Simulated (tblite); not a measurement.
Species: C2H2P (charge -1).
SMILES: `C#C[PH-]`

Calculated harmonic vibrations of the isolated species, GFN2-xTB (tblite), most abundant isotopes, no scaling. The method is semi-empirical: single wavenumbers can be off by several per cent or more. Modes of hydrogen on phosphorus can be 10 to 20 % off.

Harmonic wavenumbers (cm⁻¹): 122.2, 212.4, 425.1, 567.2, 719.4, 886.9, 2123.1, 2232.9, 3313.5.

A = 270252, B = 5461, C = 5353 MHz; mass 56.989 u (most abundant isotopes); point group Cs, symmetry number 1.

**Question.** Zero-point energy?

**Answer.** Half the sum of the wavenumbers: 5301 cm⁻¹ = 63.42 kJ/mol.

**Question.** What is S at 273.15 K and 1 bar for an ideal gas of classical rigid rotors and harmonic oscillators?

**Answer.** Translation 157.46, rotation 87.76, vibration 26.19: S = 271.4 J/(mol K).

**Question.** And Cp and H(273.15 K) − H(0)?

**Answer.** Cp = 63.08 J/(mol K), of which vibrations give 29.82 (their classical limit is 9 R = 74.8); H(273.15 K) − H(0) = 13.20 kJ/mol without the zero-point energy, 4.12 from vibrations.

**Question.** Which modes carry the vibrational entropy at 273.15 K?

**Answer.** 122.2 cm⁻¹: 12.12; 212.4 cm⁻¹: 7.80; 425.1 cm⁻¹: 3.16; 567.2 cm⁻¹: 1.75; 719.4 cm⁻¹: 0.92; 886.9 cm⁻¹: 0.45 J/(mol K); the other 3 give 0.00 together.

**Question.** What must be added to the electronic energy to get the Gibbs energy at 273.15 K and 1 bar?

**Answer.** ZPE + [H(273.15 K) − H(0)] − T·S = 63.42 + 13.20 − 74.14 = 2.48 kJ/mol.

Hindered rotation and anharmonicity are outside this model.
